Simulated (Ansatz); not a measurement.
The cluster Al₂H₃⁺. Total charge 1; triplet. Geometry PBE-D4/def2-TZVP.

```xyz
5

Al    0.7205   -0.2516    1.1114
Al   -0.4865   -0.1982   -1.2705
H    -1.9175   -0.7087   -1.7190
H     2.0648    0.3638    1.6791
H    -0.3813    0.7947    0.1990
```

LC-ωPBE has ω = 0.4 bohr⁻¹. At PBE0-D4/def2-TZVP a singlet of charge 1 lies 1.49 eV below the triplet, each at its own geometry. The structure comes from a short search, and lower isomers may exist.

Problem. Estimate the α-spin orbital energies around the gap (eV) in Ansatz with HF/STO-3G, r2SCAN-D4/def2-TZVP, B97M-V/def2-TZVP, r2SCANh-D4/def2-TZVP, LC-ωPBE/def2-TZVP.

Solution. 
| orbital | HF/STO-3G | r2SCAN-D4/def2-TZVP | B97M-V/def2-TZVP | r2SCANh-D4/def2-TZVP | LC-ωPBE/def2-TZVP |
| --- | --- | --- | --- | --- | --- |
| HOMO−5 | -86.76 | -77.47 | -78.55 | -79.19 | -81.61 |
| HOMO−4 | -22.10 | -18.21 | -18.18 | -18.80 | -22.88 |
| HOMO−3 | -17.95 | -15.07 | -15.04 | -15.57 | -19.13 |
| HOMO−2 | -16.54 | -14.12 | -14.12 | -14.60 | -17.93 |
| HOMO−1 | -12.25 | -11.80 | -11.54 | -12.17 | -15.07 |
| HOMO | -11.44 | -10.99 | -10.79 | -11.28 | -13.80 |
| LUMO | 0.57 | -8.48 | -8.44 | -8.21 | -5.97 |
| LUMO+1 | 2.27 | -7.21 | -7.25 | -6.93 | -4.63 |
| LUMO+2 | 4.40 | -6.66 | -6.87 | -6.37 | -3.93 |
| LUMO+3 | 8.30 | -4.78 | -5.06 | -4.51 | -2.31 |
| LUMO+4 | 10.67 | -4.02 | -4.30 | -3.74 | -1.64 |
| LUMO+5 | 11.10 | -3.13 | -3.57 | -2.90 | -0.86 |
| β HOMO | -14.44 | -13.66 | -13.69 | -14.08 | -17.31 |
| β LUMO | -0.77 | -9.41 | -10.27 | -9.13 | -6.78 |
